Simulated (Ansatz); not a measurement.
`PBS` + HCl → `SBCl` + PH₃ at 298.15 K and 1 bar (cleavage of the B–P bond).

Calculated with Ansatz (gas phase, PBE0-D4/def2-TZVP geometries, no zero-point term in ΔE). CCSD(T)/CBS adds triple-zeta CCSD(T) − MP2 to the extrapolated MP2 energy (def2 sets, frozen cores). This one scheme is used for every species. Each species was taken in one conformer, which may not be the lowest.

```
species  CCSD(T)/CBS energy (Eh)  H − E (kJ/mol)  S (J/(mol·K))
  `PBS`               -765.92930           121.4          294.8
    HCl               -460.38127            26.6          186.8
 `SBCl`               -883.61129            75.2          279.3
    PH₃               -342.72256            73.1          210.2
```

H − E and S are ideal-gas, rigid-rotor, harmonic terms from PBE0-D4/def2-TZVP, for one conformer and one mirror image of each species. 1 Eh = 2625.50 kJ/mol, R = 8.31446 J/(mol·K).

Task: By hand: ΔE, ΔH, ΔS and ΔG.

Result: ΔE = (-883.61129) + (-342.72256) − (-765.92930) − (-460.38127) = -0.02328 Eh = -61.1 kJ/mol. Δ(H − E) = 75.2 + 73.1 − 121.4 − 26.6 = 0.3, so ΔH = -60.8 kJ/mol. ΔS = 279.3 + 210.2 − 294.8 − 186.8 = 7.9 J/(mol·K). ΔG = -60.8 − 298.15 × (7.9)/1000 = -63.2 kJ/mol.

Task: By hand: the equilibrium constant, and the temperature at which ΔG would vanish if ΔH and ΔS stayed fixed.

Result: log₁₀ K = −ΔG/(RT ln 10) = 11.1. ΔH and −TΔS have one sign here, so there is no such temperature.

The number of gas molecules stays the same, so ΔS is small and ΔH decides. A doubt of 5 kJ/mol in ΔE shifts log₁₀ K by 0.9 here. Other conformers and mirror images would add mixing entropy, several J/(mol·K) or more a flexible species. These are equilibria of isolated gas molecules and say nothing of rates. Largest T1 diagnostic: 0.016 (customary marks: 0.02 for closed shells, 0.045 for open ones).

ΔS is within the doubt of such terms, so its sign, and with it that verdict, could turn.
